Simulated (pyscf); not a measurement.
This saddle point was located with ωB97X-D3(BJ)/def2-SVP in PySCF.

```xyz
9

O     -0.0098     1.4941     0.2903
Si    -0.7677     0.1359    -0.4283
O      0.2390    -0.7747    -1.3476
O     -2.0244     0.6376    -1.3396
F     -1.2680    -0.7541     0.8233
H      0.5860     2.0395    -0.5253
H      0.9758    -1.2175    -0.9131
H     -2.3649     0.0227    -1.9986
H     -0.3410     1.6830     1.3805
```
Charge 0, spin multiplicity 2.

Surface: doublet, charge 0. Lowest wavenumbers (cm⁻¹): 2908i, 67, 163, 172, 260.

**Question.** What reaction is this the transition state of?

**Answer.** HO–Si(OH)(OH)–F + H• ⇌ HO–Si(OH)(OH)–F + H•, a substitution at O read from left to right: H–O broken and H–O formed. At ωB97M-D3(BJ)/def2-TZVP it lies +33.9 kcal/mol from the left side and +33.9 kcal/mol from the right (each side as separated species at their lowest minima found). This is the saddle that the search found; another between the same sides may lie lower. The angle at the attacked O is 138°.
